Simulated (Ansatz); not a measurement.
Molecule: sodium chloride, NaCl, charge 0, multiplicity 1. 
Coordinates optimised at B3LYP-D3(BJ)/def2-TZVP (Ansatz, a quantum-chemistry and plane-wave program):
```xyz
2

Na     0.0000     0.0000    -1.4348
Cl     0.0000     0.0000     0.9284
```
Charge 0, spin multiplicity 1.

Basis-set convergence of Hartree-Fock and CCSD correlation energies (hartree) with Ansatz. Correlated levels leave the core frozen unless marked. Spin-orbit coupling is left out. No relativistic terms.

```tsv
basis	functions	E(HF)	E(corr, CCSD)
def2-SVP	33	-621.22235	-0.14976
def2-TZVPP	74	-621.43965	-0.21726
def2-QZVPP	128	-621.45973	-0.23879
```

Extrapolating the two largest sets (X = 3 and 4) as X^-3: E(corr) = (64·(-0.23879) - 27·(-0.21726))/37 = -0.2545 Eh, an estimate of the basis-set limit. The largest set recovers 93.8 % of it, the smallest 58.8 %.
